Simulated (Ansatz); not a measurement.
**C₄H₇N: how energies converge with the basis set**

An exercise on one series of results from a longer session: the logs are not shown, and one member is left open.

Program: Ansatz 0.2.0, Gaussian basis. Level of theory: one geometry, several basis sets. These are calculated values, not measurements.

Levels to be run: PBE0-D4/def2-SVP; ωB97M-V/def2-SVP; PBE0-D4/def2-QZVPP; ωB97M-V/def2-QZVPP; the functionals' def2-TZVPP values are taken from earlier runs.

### Structure used throughout

All runs share one geometry, relaxed beforehand with PBE0-D4 in a triple-zeta def2 set.

12 atoms, charge 0, spin multiplicity 1.

Atoms are counted from 1 here; the program's logs count them from 0.

Bond lengths: C1–C2 1.331 Å, C1–H6 1.083 Å, C1–H7 1.084 Å, C2–C3 1.461 Å, C2–H8 1.085 Å, C3–C4 1.342 Å, C3–N5 1.387 Å, C4–H9 1.081 Å, C4–H10 1.084 Å, N5–H11 1.008 Å, N5–H12 1.007 Å. Angles: C2–C1–H6 121.0°, C2–C1–H7 122.3°, H6–C1–H7 116.7°, C1–C2–C3 125.7°, C1–C2–H8 119.5°, C3–C2–H8 114.7°, C2–C3–C4 119.9°, C2–C3–N5 116.6°, C4–C3–N5 123.5°, C3–C4–H9 120.3°, C3–C4–H10 122.0°, H9–C4–H10 117.7°, C3–N5–H11 114.4°, C3–N5–H12 114.3°, H11–N5–H12 111.7°.

As a file:

```
C    -1.7940    0.4228    0.5824
C    -0.4892    0.3171    0.8215
C     0.5156   -0.1628   -0.1245
C     1.7714   -0.3892    0.2913
N     0.0790   -0.4203   -1.4158
H    -2.4708    0.7959    1.3410
H    -2.2372    0.1166   -0.3587
H    -0.0985    0.6036    1.7926
H     2.0345   -0.2523    1.3306
H     2.5433   -0.7438   -0.3816
H    -0.5967    0.2408   -1.7662
H     0.8196   -0.5838   -2.0789
```

The first run:

in.yaml

```yaml
crystal:
  periodic: [false, false, false]
  atoms:
    - {symbol: C, position_ang: [-1.794020, 0.422787, 0.582441]}
    - {symbol: C, position_ang: [-0.489199, 0.317112, 0.821458]}
    - {symbol: C, position_ang: [0.515607, -0.162762, -0.124475]}
    - {symbol: C, position_ang: [1.771446, -0.389188, 0.291276]}
    - {symbol: N, position_ang: [0.079024, -0.420261, -1.415758]}
    - {symbol: H, position_ang: [-2.470792, 0.795872, 1.341003]}
    - {symbol: H, position_ang: [-2.237217, 0.116580, -0.358707]}
    - {symbol: H, position_ang: [-0.098545, 0.603639, 1.792624]}
    - {symbol: H, position_ang: [2.034475, -0.252274, 1.330645]}
    - {symbol: H, position_ang: [2.543341, -0.743781, -0.381587]}
    - {symbol: H, position_ang: [-0.596710, 0.240790, -1.766194]}
    - {symbol: H, position_ang: [0.819589, -0.583815, -2.078924]}
basis:
  gaussian: {orbitals: def2-SVP}
hamiltonian: {xc: pbe0, dispersion: d4}
output: {orbitals: {seedname: orbitals}}
```

Steps of the session up to this table: PBE0-D4 in def2-SVP; ωB97M-V in def2-SVP; PBE0-D4 in def2-QZVPP; ωB97M-V in def2-QZVPP.

One of the session's tables, all rows but one given; the rest of the session is left out.

It belongs to the step «Functionals by basis». 

| functional | basis | HOMO (eV) |
| --- | --- | --- |
| PBE0-D4 | def2-SVP | -5.92 |
| PBE0-D4 | def2-TZVPP | -6.08 |
| PBE0-D4 | def2-QZVPP | -6.11 |
| ωB97M-V | def2-SVP | -8.04 |
| ωB97M-V | def2-TZVPP | ? |
| ωB97M-V | def2-QZVPP | -8.24 |

Estimate the missing values for ωB97M-V, def2-TZVPP.

As computed: HOMO (eV): -8.21. In the column «HOMO (eV)» it lies between ωB97M-V, def2-QZVPP (-8.24) and ωB97M-V, def2-SVP (-8.04).
